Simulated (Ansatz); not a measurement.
OH⁻ ··· SiH$_{3}$F

The pair of OH⁻ (SMILES [OH-], atoms 1–2) and SiH$_{3}$F (SMILES [SiH3]F, atoms 3–7), both closed shells, in one local arrangement (a lower one may exist), relaxed at PBE0-D4/def2-TZVPD:

```tsv
atom	x (Å)	y (Å)	z (Å)
O1	-0.1378	0.1014	-1.4017
H2	0.6782	0.5695	-1.5960
Si3	-0.1648	-0.1262	0.2907
F4	1.3931	0.7120	0.3625
H5	-1.5403	-0.8564	0.1491
H6	-0.7236	0.9206	1.2386
H7	0.4953	-1.3210	0.9566
```

Computed with Ansatz 0.2.0 (basis: def2-TZVPPD, with def2-QZVPPD for the basis limit); correlated methods freeze the cores. B3LYP uses VWN-RPA correlation. Extrapolation: Hartree–Fock as exp(−7.88 √X), correlation as X^−2.97. Interaction energies count from these two fragments, frozen as in the pair, with the counterpoise correction; negative means bound.

Q: What is the interaction energy by CCSD(T) at an estimated basis limit (MP2 extrapolated from triple and quadruple zeta, plus CCSD(T) − MP2 in triple zeta)? (Judge from chemistry; the value comes from the calculation.)

A: Computed: -123.72 kcal/mol. Hartree–Fock alone gives -131.28 kcal/mol at the basis limit. It counts from the two fragments frozen as in the pair.

The same quantity by other methods in triple zeta, and each one's difference from that estimate:
```
   method  E_int (kcal/mol)  difference
   PBE-D4           -115.20        8.52
revPBE-D4           -113.70       10.02
  BLYP-D4           -110.82       12.90
r2SCAN-D4           -124.13       -0.41
   B97M-V           -125.05       -1.33
  PBE0-D4           -124.28       -0.56
 B3LYP-D4           -119.29        4.43
 HSE06-D4           -124.21       -0.49
  wB97X-V           -123.70        0.02
  wB97M-V           -123.05        0.67
   B2PLYP           -118.38        5.34
       HF           -130.52       -6.80
      MP2           -119.73        3.99
     CCSD           -122.19        1.52
  CCSD(T)           -120.28        3.44
```
Differences are method less estimate.

Q: Which atoms make the shortest contact between the fragments?

A: O1 and Si3, 1.71 Å apart.

Energy to bend the free fragments (PBE0-D4 minima) into their shapes in the pair, CCSD(T)/def2-TZVPPD: OH⁻ 0.01 kcal/mol; SiH$_{3}$F 64.81 kcal/mol. This must be added to the interaction energy to get the binding energy from relaxed fragments.

Basis-set superposition shift (counterpoise-corrected less uncorrected): CCSD(T) 2.42; MP2 2.44; HF 0.14; PBE0-D4 0.31; wB97M-V 0.23 kcal/mol.

The T1 diagnostic stays at or below 0.026.

For scale, one of the runs: CCSD(T)/def2-TZVPPD, 196 basis functions (an equivalent command: `ansatz run in.yaml --threads 2`). Hardware: 2 CPU threads, shared host. Wall time 50 s; peak host memory 2.3 GiB.
